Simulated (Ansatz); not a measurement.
A nudged elastic band was laid between two geometries of AlFH2 + H4Si (9 atoms, charge 0, multiplicity 1).

Computed with Ansatz 0.2.0, RKS PBE/def2-SVP.

```yaml
movable_images: 5
climbing_image: yes
spring: 5.0 eV/Å²
optimiser: quadratic models (default)
start_path: through a guess of the saddle point
force_threshold: 0.05 eV/Å
iteration_limit: 60
end_points: relaxed
```

Image 0:

```xyz
9
Properties=species:S:1:pos:R:3
Al -0.079 0.196 0.133
F 0.245 1.325 1.348
H 1.171 -0.317 -0.722
H -1.610 -0.022 -0.255
Si 0.174 -2.779 1.123
H -0.341 -2.929 -0.275
H 1.628 -3.118 1.224
H -0.656 -3.559 2.098
H 0.020 -1.315 1.527
```

Image 6:

```xyz
9
Properties=species:S:1:pos:R:3
Al 0.062 -0.279 -0.183
F -0.227 0.034 1.805
H 1.451 0.460 -0.475
H -1.328 0.175 -0.833
Si 0.196 -2.637 0.618
H -0.907 -3.633 0.366
H 1.503 -3.387 0.687
H -0.039 -2.321 2.143
H -0.160 -0.929 2.071
```

**Question.** Which bonds break or form, and what moves?

**Answer.** Bonds broken: Si5–H9. Bonds formed: Al1–Si5, F2–H9. AlFH2 + H4Si becomes AlFH6Si.

**Question.** What energy profile does the band end with?

**Answer.** The forces met the threshold. The highest image is number 4 of 0 to 6, 1.51 eV above the first end and 0.24 eV above the last; the last end lies 1.27 eV above the first. A vibrational analysis at the climbing image gives 2 clearly imaginary modes (390i, 69i cm⁻¹): a point of higher order. A lower path may pass nearby, or the ends, which weren't checked, may share the extra mode. The orbitals stay closed-shell, which can raise the energy where a bond breaks towards radicals; this wasn't checked here.

| image | path coordinate (Å) | energy (eV) | Si5–H9 (Å) | Al1–Si5 (Å) | F2–H9 (Å) |
| --- | --- | --- | --- | --- | --- |
| 0 | 0.00 | 0.00 | 1.53 | 3.15 | 2.66 |
| 1 | 0.53 | 0.02 | 1.52 | 3.21 | 2.52 |
| 2 | 1.07 | 0.14 | 1.52 | 3.10 | 2.11 |
| 3 | 1.61 | 0.87 | 1.66 | 2.80 | 1.58 |
| 4 | 2.14 | 1.51 | 2.06 | 2.60 | 1.07 |
| 5 | 2.95 | 1.36 | 2.35 | 2.49 | 0.97 |
| 6 | 3.76 | 1.27 | 2.27 | 2.49 | 1.00 |

**Question.** What is the geometry of the highest image?

**Answer.** 
```xyz
9
Properties=species:S:1:pos:R:3
Al -0.031 -0.242 -0.072
F 0.044 0.338 1.809
H 1.329 0.171 -0.795
H -1.503 0.065 -0.599
Si 0.160 -2.615 0.962
H -0.608 -3.325 -0.130
H 1.570 -3.141 0.964
H -0.489 -3.036 2.259
H 0.081 -0.731 1.801
```

The run took 2.7 min on 1 thread of Arm Neoverse V1 (shared host), peak memory 0.14 GiB.
